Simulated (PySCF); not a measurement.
Rock-salt MgO: correlation energy from several methods in one and the same small orbital space (PySCF; 2 atoms at the zone centre, 8 electrons in 21 orbitals, empty ones MP2 natural orbitals of a TZ basis, lattice constant set to 4.08079 Å). Its volume lies 9 % below that of the crystal's usual cell. It tests the methods against each other and lies far from the crystal's limit.

Full CI gives -3.0835 eV per atom.

Problem. What share of it do MP2, CCSD, CCSD(T), CCSDT, CCSDT(Q) recover?

Solution. MP2 87.8 %; CCSD 98.6 %; CCSD(T) 99.6 %; CCSDT 99.8 %; CCSDT(Q) 100.0 %.

| method | E_corr (eV per atom) | share of full CI (%) | error (meV) |
|---|---|---|---|
| MP2 | -2.7072 | 87.8 | 376 |
| CCSD | -3.0394 | 98.6 | 44 |
| CCSD(T) | -3.0722 | 99.6 | 11 |
| CCSDT | -3.0769 | 99.8 | 7 |
| CCSDT(Q) | -3.0831 | 100.0 | 0 |
| full CI | -3.0835 | 100.0 | 0 |

The Hartree–Fock determinant has a weight of 0.93 in the full CI state.

MP2, (T) and (Q) use filled levels shifted down by the Madelung term, which in so small a cell is a large part of the gap, so these rows hang on it.
